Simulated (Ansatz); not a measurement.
Geometry optimisation, RKS B3LYP-D4/def2-SVP (Ansatz).

input.yaml

```yaml
crystal:
  periodic: [false, false, false]
  atoms:
    - { symbol: Al, position_ang: [0.0, 0.0, 0.0] }
    - { symbol: H, position_ang: [0.0, 0.0, 1.91] }
    - { symbol: "N", position_ang: [1.6627, 0.0, -0.96] }
    - { symbol: H, position_ang: [2.1293, -0.9179, -1.2118] }
    - { symbol: H, position_ang: [2.1141, 0.9179, -1.2382] }
    - { symbol: H, position_ang: [-1.351, 0.0, -0.78] }
    - { symbol: O, position_ang: [0.0932, 1.9717, 0.6559] }
    - { symbol: H, position_ang: [0.4919, 2.0, 1.5834] }
    - { symbol: H, position_ang: [0.0471, 0.9963, 1.8084] }
basis:
  gaussian: { orbitals: def2-SVP }
hamiltonian:
  xc: b3lyp
  dispersion: d4
relax:
  f_tol: 0.15
  max_steps: 25
  restrain:
    - { distance: [0, 6], at: 2.98, k: 30.0 }
    - { distance: [8, 1], at: 1.86, k: 30.0 }
    - { distance: [0, 1], at: 1.56, k: 30.0 }
    - { distance: [8, 6], at: 1.01, k: 30.0 }
```

Launched with:

```bash
$ ansatz run input.yaml --threads 1 --pin off --max-ram 2048MiB --backend cpu --events-out ev --progress --plain --runs-dir out
```

Problem. Where does it end, and by what steps?

Solution. The run converged. The restraints hold the end off the free minimum. After 13 steps the energy has fallen by 2.494 eV (the restraints' own energy left out); H5 moved furthest, 1.22 Å. Parted: Al1–O7 (2.08 → 2.97 Å). Joined: O7–H9 (1.51 → 0.99 Å).

```csv
step,energy less start (eV),largest force component (eV/Å),accepted
0,0.0000,3.905,yes
1,0.6607,3.361,yes
2,0.3151,4.274,yes
3,-0.9483,2.683,yes
4,-1.6735,2.328,yes
5,-1.9669,1.839,yes
6,-2.1070,1.665,yes
7,-2.2283,1.425,yes
8,-2.3477,1.328,yes
9,-2.4461,1.131,yes
10,-2.4906,0.951,yes
11,-2.4590,1.386,no
12,-2.4922,0.839,yes
13,-2.4944,0.911,yes
```

```xyz
9
Properties=species:S:1:pos:R:3
Al -0.020 -0.158 -0.201
H -0.041 -0.443 1.344
N 1.578 -0.160 -0.978
H 2.462 -0.325 -0.506
H 1.744 0.014 -1.965
H -1.317 -0.006 -1.085
O -0.049 2.225 1.565
H 0.877 2.501 1.633
H -0.047 1.319 1.960
```

Time of the run: 40 s on 1 thread of Arm Neoverse V1 (shared host), peak memory 0.16 GiB.
